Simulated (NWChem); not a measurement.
## A calculation on NO₂

```xyz
3

O     -1.1093     0.0000    -0.1425
N      0.0000     0.0000     0.3257
O      1.1093     0.0000    -0.1425
```
Charge 0, spin multiplicity 2.

Everything below was run with NWChem. All single points use one geometry, from UPBE/def2-SVP, a minimum by its harmonic frequencies.

The structure started from a generated list of species. The unpaired electrons of the parent sit in orbitals of symmetry a1 (C2v labels of the run); other states weren't searched. No SCF solution was tested for a lower state. Open-shell Hartree-Fock references start from PBE0 orbitals.

Worked example. At HF/def2-TZVP the molecule has a total energy of -204.11685 Ha and the free atoms (multiplicities O 3, N 4) O -74.81563, N -54.40275 Ha. The electronic atomisation energy is the atoms' sum less the molecule's energy.

2·(-74.81563) + 1·(-54.40275) = -204.03401 Ha for the atoms; less the molecule's energy this leaves 0.08284 Ha, or 52.0 kcal/mol (217 kJ/mol), without zero-point, thermal or spin-orbit terms.
